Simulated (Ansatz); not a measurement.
## Worked example: correlation energy of C₃H₈O, singlet

Geometry: MP2(full)/6-31G*, from the G2/97 set.

| atom | x (Å) | y (Å) | z (Å) |
| --- | --- | --- | --- |
| O | 0.0173 | -0.6821 | 0.0000 |
| C | 0.0108 | 0.7364 | 0.0000 |
| C | 1.3353 | -1.1954 | 0.0000 |
| C | -1.4313 | 1.1909 | 0.0000 |
| H | 0.5418 | 1.1171 | 0.8869 |
| H | 0.5418 | 1.1171 | -0.8869 |
| H | 1.2525 | -2.2827 | 0.0000 |
| H | 1.8922 | -0.8753 | -0.8917 |
| H | 1.8922 | -0.8753 | 0.8917 |
| H | -1.9440 | 0.8112 | -0.8859 |
| H | -1.9440 | 0.8112 | 0.8859 |
| H | -1.4912 | 2.2827 | 0.0000 |

Basis STO-3G; Ansatz 0.2.0. Correlated methods freeze the noble-gas cores, which leaves 26 electrons in 24 orbitals. Prefix R: restricted or restricted open-shell reference.

Full CI isn't at hand for all of this; RCCSDTQ serves as the reference, and is uncertain by about the last step of the cluster series.

Runs differ by some tens of microhartree through their thresholds, so steps under 0.03 kcal/mol mean nothing.

```json
{"level": "RHF", "total energy (hartree)": "-190.715737"}
{"level": "RMP2", "total energy (hartree)": "-190.906387"}
{"level": "RCCSD", "total energy (hartree)": "-190.969534"}
{"level": "RCCSD(T)", "total energy (hartree)": "-190.971604"}
{"level": "RCCSDT", "total energy (hartree)": "-190.972096"}
{"level": "RCCSDT(Q)", "total energy (hartree)": "-190.972259"}
{"level": "RCCSDTQ", "total energy (hartree)": "-190.972289"}
```

Problem. What is the correlation energy at RCCSDTQ, and what share of it do RMP2 and RCCSD(T) recover?

Solution. E(corr) = -190.972289 − (-190.715737) = -0.256552 hartree = -6.981 eV. RMP2: -0.190650 / -0.256552 = 74.31 %. RCCSD(T): -0.255867 / -0.256552 = 99.73 %.

Problem. By how many kcal/mol does RCCSD(T) miss RCCSDTQ (1 hartree = 627.509 kcal/mol), and which steps make up the rest?

Solution. -190.971604 − (-190.972289) = 0.000685 hartree = 0.43 kcal/mol. Steps: RCCSDT − RCCSD(T) = -0.31, RCCSDT(Q) − RCCSDT = -0.10, RCCSDTQ − RCCSDT(Q) = -0.02 kcal/mol. That is within 1 kcal/mol of the reference in this basis, which itself misses far more of the correlation at the basis-set limit.
